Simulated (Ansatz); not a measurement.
hcp Cd, relaxed in Ansatz (plane waves) with several semilocal functionals. Each gives its own volume and its own bulk modulus:

| level | V0 (Å³/atom) | bulk modulus (GPa) | ln V0 | ln B0 |
|---|---|---|---|---|
| LDA | 20.060 | 63.26 | 2.9987 | 4.1473 |
| r²SCAN | 21.986 | 43.88 | 3.0904 | 3.7815 |
| PBE | 22.895 | 38.41 | 3.1309 | 3.6483 |

**Question.** Fit a straight line to ln B0 against ln V0. What does it predict for PBEsol, whose volume is 21.019 Å³/atom?

**Answer.** With x = ln V0 and y = ln B0: means 3.07333 and 3.85903; Σ(Δx Δy) = -0.03497, Σ(Δx²) = 0.009175, so the slope is -3.81. At x = 3.0454 the line gives y = 3.85903 + (-3.81) × (3.0454 − 3.07333) = 3.9654, or 52.74 GPa. The run with PBEsol gives 54.39 GPa, +3.1 % from the line. The rows used scatter about it by up to 1.2 %, while the largest value lies 65 % above the smallest.

Measured: 53.8 GPa (measured, zero-point energy and finite temperature contributions removed, our sources range from 50.7 to 53.8; as tabulated in doi:10.1021/acs.jctc.3c00612).

Ansatz's density-functional and Hartree–Fock values are scalar-relativistic unless marked +SOC, with PAW data made under PBE.

Ansatz is a first-principles code.
